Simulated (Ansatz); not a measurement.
Correlation energies of AlH₅SSi (`[SiH3][AlH][SH]`) by basis set

```
atom   x (Å)   y (Å)   z (Å)
 Si1  -0.166  -0.612  -1.424
 Al2  -0.106   0.018   0.939
  S3   0.901   1.895   1.428
  H4   0.567   0.362  -2.278
  H5  -1.573  -0.685  -1.914
  H6   0.443  -1.957  -1.632
  H7  -0.735  -0.814   2.133
  H8   0.669   1.793   2.748
```

Total charge 0; spin multiplicity 1. The geometry is a stationary point of PBE0-D4/def2-TZVP. It is one conformer, not always the lowest. Frozen core, restricted reference, the Gaussian-basis code of Ansatz. CBS rows extrapolate triple and quadruple zeta; past MP2 they add the triple-zeta difference.

```
     basis     HF (Eh)  MP2 corr.
  def2-SVP  -931.03205   -0.29730
def2-TZVPP  -931.35856   -0.38486
def2-QZVPP  -931.38566   -0.41605
```

Q: Estimate the CCSD correlation energy and the (T) correction in each basis where they were run (hartree).

A: 
```tsv
basis	CCSD corr.	(T)
def2-SVP	-0.35141	-0.00923
def2-TZVPP	-0.44087	-0.01706
CBS(def2)	-0.49517	as TZ
```
